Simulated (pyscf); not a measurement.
# Four-centre exchange: H₃Ge–O–GeH₃ + H₂O → HO–GeH₂–O–GeH₃ + H₂

Gas phase, singlet surface, charge 0. Bonds broken: Ge1–H4, O10–H11. Bonds formed: Ge1–O10, H4–H11. PySCF, gas phase, ωB97X-D3(BJ)/def2-SVP geometries.

Transition state (Å):

```xyz
12

Ge    -1.7965     0.5677     0.1015
O     -0.6129    -0.7165    -0.2291
Ge     0.9835    -0.4337    -0.9648
H     -2.5584    -0.6846     1.2751
H     -3.0674     0.5831    -0.7516
H     -0.9490     1.8331    -0.2301
H      1.6684    -1.8034    -1.0216
H      0.8097     0.1576    -2.3754
H      1.7806     0.5460    -0.0829
O     -2.2029     1.3137     1.9200
H     -2.4574     0.1522     1.9209
H     -1.4488     1.6126     2.4508
```

One imaginary mode, 1465i cm⁻¹; descent along it reached the two sides named.

```csv
bond,change,reactant side (Å),saddle,product side
Ge1–H4,breaks,1.533,1.878,4.5
O10–H11,breaks,0.966,1.189,2.451
Ge1–O10,forms,2.8,2.007,1.777
H4–H11,forms,2.7,1.062,0.762
```

Electronic energies relative to the separated reactants (kJ/mol):

| level | barrier | reaction energy | reverse barrier |
|---|---|---|---|
| ωB97X-D3(BJ)/def2-TZVP | 175.3 | -32.9 | 208.2 |
| PBE/def2-TZVP | 150.5 | -24.9 | 175.5 |
| r²SCAN/def2-TZVP | 158.0 | -34.0 | 192.1 |
| B3LYP-D3(BJ)/def2-TZVP | 172.9 | -29.4 | 202.3 |
| PBE0-D3(BJ)/def2-TZVP | 165.2 | -23.8 | 189.0 |
| M06-2X/def2-TZVP | 166.6 | -48.9 | 215.5 |
| ωB97M-D3(BJ)/def2-TZVP | 176.9 | -26.8 | 203.7 |
| HF/def2-TZVP | 253.6 | -19.7 | 273.3 |

With ωB97M-D3(BJ)/def2-TZVP energies and thermal terms (ideal gas, 1 atm, RRHO with modes under 100 cm⁻¹ raised to 100, one conformer, R ln 2 for chiral ones without a mode under 150 cm⁻¹), in kJ/mol:

| T (K) | ΔH‡ | ΔG‡ | ΔH | ΔG |
|---|---|---|---|---|
| 298 | 167.7 | 212.6 | -37.7 | -28.1 |
| 600 | 168.4 | 258.0 | -33.1 | -20.2 |
| 900 | 171.5 | 302.2 | -29.2 | -14.6 |
| 1200 | 175.2 | 345.2 | -26.2 | -10.2 |

This is the saddle that the search found; another between the same sides may lie lower. Elements up to Kr have no core potential and no relativistic terms here.
